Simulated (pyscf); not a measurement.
Single points on ωB97X-D3(BJ)/def2-SVP structures (PySCF, gas phase). MP2 and CC: frozen core, UHF for open shells. ΔMP2 is the change of the MP2 total energy from the triple- to the quadruple-zeta basis.

**Question.** PBE/def2-TZVP puts the barrier of H₂O + [O=Si–F]• → HO–Si•(OH)–F (addition across a multiple bond or ene-type step; doublet surface; H–O broken, O–Si, H–O formed) at -14.2 kcal/mol and the reaction energy at -56.9 kcal/mol, from the separated reactants. What do r²SCAN/def2-TZVP, PBE0-D3(BJ)/def2-TZVP, CCSD(T)/def2-TZVPP + ΔMP2(QZVPP) give on the same structures?

**Answer.** r²SCAN: ΔE‡ = -16.3 kcal/mol, ΔE = -64.1 kcal/mol; PBE0-D3(BJ): ΔE‡ = -16.4 kcal/mol, ΔE = -64.8 kcal/mol; CCSD(T): ΔE‡ = -10.9 kcal/mol, ΔE = -62.0 kcal/mol. PBE's barrier lies among them. Its reaction energy lies over all of them, by 5.1 to 7.9 kcal/mol. On the reactant side the descent ends in an adduct with a O–Si contact, 20.2 kcal/mol under the separated species and 5.5 kcal/mol under the saddle at ωB97X-D3(BJ)/def2-TZVP. At PBE, r²SCAN, PBE0-D3(BJ), CCSD(T) the saddle lies under the separated reactants, which points to a path from their complex (located at ωB97X-D3(BJ) alone). What is counted as formed (O–Si) is already present as a longer contact in the reactant adduct; forming that adduct is a step of its own. At ωB97X-D3(BJ)/def2-TZVP the barrier from the zero used here is -14.8 kcal/mol. This is the saddle that the search found; another between the same sides may lie lower. The CCSD(T) − MP2 part came from Ansatz, without density fitting, on the same reference.
